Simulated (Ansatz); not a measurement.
# BClH5N: the cost of one run

Program: Ansatz 0.2.0. Level of theory: RHF/def2-SVP. These are calculated values, not measurements.

### 1 The system as given

Bond lengths: N2–H3 1.060 Å, N2–H4 1.060 Å, B1–H5 1.190 Å, B1–H6 1.190 Å, B1–Cl7 2.160 Å, N2–H8 1.151 Å, Cl7–H8 1.400 Å. Angles: H3–N2–H4 120.0°, H3–N2–H8 102.2°, H4–N2–H8 85.6°, H5–B1–H6 120.0°, H5–B1–Cl7 105.4°, H6–B1–Cl7 92.8°, B1–Cl7–H8 67.9°, N2–H8–Cl7 138.3°.

Structure file:

```xyz
8

B     0.0000    0.0000    0.0000
N     0.0000    0.0000    1.9000
H    -0.8770   -0.2713    2.4300
H     0.8770    0.2713    2.4300
H     1.0305    0.0000   -0.5950
H    -1.0305    0.0000   -0.5950
Cl   -0.2702    2.0319    0.6811
H    -0.1503    1.1304    1.7450
```

### 2 A restrained relaxation towards end A

Springs on the bonds that form and break draw the guess towards this end; the thresholds are loose.

input.yaml reads:

```yaml
crystal:
  periodic: [false, false, false]
  atoms:
    - { symbol: B, position_ang: [0.0, 0.0, 0.0] }
    - { symbol: "N", position_ang: [0.0, 0.0, 1.9] }
    - { symbol: H, position_ang: [-0.877, -0.2713, 2.43] }
    - { symbol: H, position_ang: [0.877, 0.2713, 2.43] }
    - { symbol: H, position_ang: [1.0305, 0.0, -0.595] }
    - { symbol: H, position_ang: [-1.0305, 0.0, -0.595] }
    - { symbol: Cl, position_ang: [-0.2702, 2.0319, 0.6811] }
    - { symbol: H, position_ang: [-0.1503, 1.1304, 1.745] }
basis:
  gaussian: { orbitals: def2-SVP }
hamiltonian:
  xc: hf
relax:
  f_tol: 0.15
  max_steps: 25
  restrain:
    - { distance: [0, 6], at: 3.06, k: 30.0 }
    - { distance: [7, 1], at: 2.26, k: 30.0 }
    - { distance: [0, 1], at: 1.55, k: 30.0 }
    - { distance: [7, 6], at: 1.37, k: 30.0 }
```

The run is started by

```sh
$ ansatz run input.yaml --threads 1 --pin off --max-ram 2048MiB --backend cpu --events-out ev --progress --plain --runs-dir out
```

What time and memory should one allow on 1 thread of Arm Neoverse V1, shared host?

About 12 s, with a peak of 0.12 GiB.
